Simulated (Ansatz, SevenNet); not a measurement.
Voigt–Reuss–Hill bulk modulus (GPa) of solids drawn from the class of elemental solids other than molecular ones, at two levels: the machine-learned potential SevenNet-l3i5 (trained on PBE and PBE+U data), and PBE (Ansatz, a first-principles code, PAW).

```tsv
solid	SevenNet-l3i5	PBE	shift (%)
white tin (β-Sn)	43.8	47.4	+8.2
hcp Hf	106	107	+0.9
hcp Os	407	397	-2.5
hcp Y	39.9	41.0	+2.8
α-phase Ga	48.9	48.4	-1.0
hcp Tl	25.7	26.2	+1.9
hcp Tc	290	300	+3.4
hcp Co	86.9	212	+144
hcp Cd	30.9	40.3	+30
hcp Zn	61.8	67.0	+8.4
```

The shifts run from -2.5 % to +144 %, with a median of +3.1 %.

Over all 10 rows PBE is the larger in 8.

Ansatz's runs of these crystals have no spin polarisation, but for hcp Co.

Density-functional runs with spin start from parallel moments for hcp Co.

Spin–orbit coupling is left out, also for the solids with elements from indium on (white tin (β-Sn), hcp Hf, hcp Os, hcp Tl); its size isn't shown.

Each level is taken at its own relaxed cell. Ansatz's density-functional and Hartree–Fock values are scalar-relativistic unless marked +SOC, with PAW data made under PBE.
